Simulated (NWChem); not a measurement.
chloroform (CHCl3); SMILES ClC(Cl)Cl

Results from NWChem. Pople sets run with spherical d functions. Each level has its own optimisation; frequencies are unscaled.

| level | basis functions | r C–Cl (Å) | r C–H (Å) | highest harmonic frequency (cm⁻¹) | lowest (cm⁻¹) | zero-point energy (kcal/mol) | dipole (D) |
|---|---|---|---|---|---|---|---|
| PBE/STO-3G | 33 | 1.844 | 1.119 | 3293 | 239 | 12.7 | 1.52 |
| PBE/3-21G | 50 | ___ | 1.092 | ___ | ___ | 11.7 | 1.54 |
| PBE/6-31G* | 70 | 1.789 | 1.096 | 3117 | 255 | 12.2 | 1.24 |
| PBE/6-31+G* | 86 | 1.790 | 1.096 | 3115 | 254 | 12.1 | 1.21 |
| PBE/6-311G** | 102 | 1.788 | 1.092 | 3107 | 257 | 12.1 | 1.20 |

Problem. Fill in the missing entries.

Solution. 
- PBE/3-21G, r C–Cl (Å): 1.858
- PBE/3-21G, highest harmonic frequency (cm⁻¹): 3163
- PBE/3-21G, lowest (cm⁻¹): 234
